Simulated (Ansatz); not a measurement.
# Smallest direct gap on the k points sampled of Sb2S3 (Pnma, No. 62) at several levels of theory

No measured value is used here.

| level (code) | value (eV) |
|---|---|
| LDA (Ansatz) | 1.27 |
| BLYP (Ansatz) | 1.45 |
| PBE (Ansatz) | 1.39 |
| PBEsol (Ansatz) | 1.31 |
| RPBE (Ansatz) | 1.45 |
| HSE06 (Ansatz) | 1.89 |
| PBE0 (Ansatz) | 2.49 |

Computed values are for a static lattice. Levels without +SOC have no spin–orbit coupling; where heavier elements are present it shifts gaps, mostly down, and can invert bands.  Values are at a fixed cell, not relaxed at this level and not confirmed as the measured one. Cutoffs and k meshes differ between the levels. Ansatz's density-functional and Hartree–Fock values are scalar-relativistic unless marked +SOC, with PAW data made under PBE.

Ansatz is an electronic-structure program.
